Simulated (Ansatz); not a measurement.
The first iterations of a band of C2H3O2 (7 atoms, charge 0, multiplicity 2).

Theory: UKS PBE-D4/6-31G* in Ansatz 0.2.0.

* movable images: 7
* climbing image: yes
* spring: 5.0 eV/Å²
* optimiser: quadratic models (default)
* start path: IDPP
* force threshold: 0.05 eV/Å
* iteration limit: 60
* end points: relaxed

First end point:

```xyz
7
Properties=species:S:1:pos:R:3
C -0.737 0.906 -0.081
O 0.517 0.475 0.245
C 0.790 -0.869 0.092
O 0.007 -1.704 -0.310
H -1.466 0.186 -0.447
H -0.889 1.973 0.057
H 1.840 -1.036 0.400
```

Last end point:

```xyz
7
Properties=species:S:1:pos:R:3
C -0.765 0.878 0.165
O 0.548 0.490 0.129
C 0.836 -0.842 -0.073
O 1.970 -1.255 -0.084
H -1.539 0.162 -0.125
H -0.906 1.956 0.161
H -0.083 -1.457 -0.219
```

| iteration | highest image above the first end (eV) | largest band force component (eV/Å) |
| --- | --- | --- |
| 1 | 0.661 | 0.990 |
| 2 | 0.620 | 0.682 |
| 3 | 0.986 | 2.580 |
| 4 | 0.606 | 1.351 |

Does the band converge within its limit, and where does its top end?

The forces met the threshold. It ended after 13 iterations with the highest image 0.596 eV above the first end. A vibrational analysis at the climbing image gives one clearly imaginary mode, 298i cm⁻¹: a first-order saddle point.

Time of the run: 6.3 min on 1 thread of Intel(R) Xeon(R) Processor @ 2.50GHz (Skylake/Cascade Lake) (shared host), peak memory 0.14 GiB.
